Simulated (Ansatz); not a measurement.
## Ansatz (development build ahead of 0.2.0) run

```yaml
crystal:
  periodic: [false, false, false]
  atoms:
    - { symbol: Na, position_ang: [0.0, 0.0, -0.17041] }
    - { symbol: H, position_ang: [0.0, 0.0, 1.87451] }
basis:
  gaussian: { orbitals: cc-pVTZ }
hamiltonian:
  xc: hf
```

The input is written out in the form of the current development build from the run's settings.

Output:

| Quantity | Value |
| --- | --- |
| Converged | yes |
| Total energy | -162.38967 hartree |
| Spin squared of the determinant | 0.000 |
